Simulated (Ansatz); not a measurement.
Cost and result for the atomization energy of C2H3O, SMILES `[CH2]C=O` radical (6 atoms, 5 bonds).

Z-matrix (Å, degrees):
```
C
C 1 1.420
H 1 1.083 2 121.2
H 1 1.083 2 119.2 3 180.0
O 2 1.226 1 123.0 3 180.0
H 2 1.106 1 116.8 3 -0.0
```

Total charge 0; spin multiplicity 2. The structure was optimised at the PBE0-D4/def2-TZVP level. Program: Ansatz. All runs use 2 threads of a server CPU on a shared host. Times are those of one run each, without the atoms' runs, and a repeat can differ threefold. Electronic energies, without spin–orbit coupling; frozen cores. CCSD(T)/CBS adds CCSD(T) − MP2 in def2-TZVPP to the MP2 limit, and its time is that of the two runs behind it. T1 = 0.031; ⟨S²⟩ of the reference is 0.92. B3LYP takes the VWN-RPA correlation (the form of Gaussian; ORCA's B3LYP/G). HSE06 is the plane-wave form, built on full-range PBE exchange.

CCSD(T)/CBS is a level of theory with its own doubt, some kJ/mol a heavy atom from the limit and from the frozen cores, so smaller differences don't rank the functionals.

| level | functions | wall time |
| --- | --- | --- |
| LDA (SPW92)/def2-TZVPP | 135 | 1.7 s |
| CCSD(T)/def2-SVP | 57 | 2.6 s |
| BHLYP-D4/def2-TZVPP | 135 | 2.8 s |
| PBE0-D4/def2-TZVPP | 135 | 2.9 s |
| HSE06-D4/def2-TZVPP | 135 | 3.1 s |
| B3LYP-D4/def2-TZVPP (with forces) | 135 | 3.2 s |
| B2PLYP/def2-TZVPP | 135 | 4 s |
| ωB97X-V/def2-TZVPP | 135 | 7 s |
| ωB97M-V/def2-TZVPP (with forces) | 135 | 9 s |
| B97M-V/def2-TZVPP | 135 | 11 s |
| MP2/def2-QZVPP | 261 | 14 s |
| CCSD(T)/def2-TZVPP | 135 | 47 s |
| CCSD(T)/CBS(def2) | – | 61 s |

(1) What atomization energy does each give, and how far from CCSD(T)/CBS? (Best estimate.)

Results:

(1) The calculation gave: 
```tsv
level	atomization (kcal/mol)	difference from CCSD(T)/CBS	per bond
LDA (SPW92)/def2-TZVPP	668.8	95.8	19.2
CCSD(T)/def2-SVP	549.1	-23.9	-4.8
BHLYP-D4/def2-TZVPP	555.2	-17.8	-3.6
PBE0-D4/def2-TZVPP	581.4	8.4	1.7
HSE06-D4/def2-TZVPP	582.0	9.0	1.8
B3LYP-D4/def2-TZVPP (with forces)	578.8	5.8	1.2
B2PLYP/def2-TZVPP	571.8	-1.2	-0.2
ωB97X-V/def2-TZVPP	576.0	3.0	0.6
ωB97M-V/def2-TZVPP (with forces)	577.1	4.1	0.8
B97M-V/def2-TZVPP	578.7	5.7	1.1
MP2/def2-QZVPP	572.1	-0.9	-0.2
CCSD(T)/def2-TZVPP	558.8	-14.2	-2.8
CCSD(T)/CBS(def2)	573.0	0.0	0.0
```

In def2-TZVPP, CCSD(T) changes the Hartree–Fock value by +142.2 kcal/mol (the triples alone add +9.4 kcal/mol) and MP2 by +147.1 kcal/mol; breaking electron pairs costs correlation energy, which Hartree–Fock lacks. From r2SCAN to r2SCAN0 (25 % exact exchange), in def2-TZVPP and without D4, the atomization energy moves by −13.3 kcal/mol: exact exchange takes away binding that semilocal exchange gives to molecules. At CCSD(T), def2-SVP lies −23.9 kcal/mol from the extrapolated value and def2-TZVPP −14.2 kcal/mol: correlation converges slowly with the basis, and small sets miss more of it in the bonded molecule than in its fragments.
